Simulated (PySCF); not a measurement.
**J couplings in C3H5NO**

Bonds (- single, = double, # triple, : aromatic): C1=C2 1.324 Å, C2-C3 1.486 Å, C3-N4 1.358 Å, C3=O5 1.213 Å. C1 carries H6, H7; C2 carries H8; N4 carries H9, H10. H6 is cis to C3; H10 is cis to the C=O or C=S heteroatom; H7 is trans to C3; H9 is trans to the C=O or C=S heteroatom.

Indirect spin–spin couplings were computed at B3LYP/pcJ-1 (spin–dipole term only in couplings to heteroatoms) (PySCF) on a GFN2-xTB structure, for the isolated molecule, without vibrational or relativistic corrections. Couplings are averaged over pairs made equivalent by symmetry, fast rotation or ring inversion, so a value needn't be that of the named pair in this geometry, while other rotamers aren't included; one pair stands for each set, and the list holds a selection of those of at least 0.8 Hz over up to four bonds, among pairs with at least one C or N or H atom (others weren't computed).

Isotopes: $^{13}$C, $^{1}$H, $^{15}$N, $^{17}$O. Couplings to quadrupolar nuclei such as 17O and 33S are rarely resolved in practice.

```csv
pair,bonds,J (Hz)
"C1, C2",1,?
"C1, H6",1,?
"C1, H7",1,?
"C2, C3",1,66.5
"C2, H8",1,159.2
"C3, N4",1,-18.4
"C3, O5",1,?
"N4, H9",1,-94.2
"N4, H10",1,?
"C2, N4",2,-13.2
"C2, O5",2,-2.9
"C2, H6",2,-3.7
"C3, H8",2,5.7
"C3, H9",2,5.7
"H9, H10",2,6.6
"C1, N4",3,-1.8
"C1, O5",3,-1.8
"C2, H10",3,8.9
"C3, H6",3,8.1
"C3, H7",3,12.9
"O5, H8",3,?
"O5, H9",3,-1.0
"O5, H10",3,?
"H6, H8",3,?
"H7, H8",3,11.1
"C1, H10",4,2.0
```

Q: Estimate the withheld couplings, with signs.

A: 
- $^{1}J$(C1,C2) = 79.7 Hz (bond length 1.324 Å)
- $^{1}J$(C1,H6) = 168.8 Hz (bond length 1.078 Å, sp2 carbon)
- $^{1}J$(C1,H7) = 165.6 Hz (bond length 1.077 Å, sp2 carbon)
- $^{1}J$(C3,O5) = 27.3 Hz (bond length 1.213 Å)
- $^{1}J$(N4,H10) = -96.4 Hz (bond length 1.006 Å)
- $^{3}J$(O5,H8) = -1.4 Hz (dihedral angle 180°)
- $^{3}J$(O5,H10) = 1.3 Hz (dihedral angle 0°)
- $^{3}J$(H6,H8) = 17.7 Hz (dihedral angle 180°)
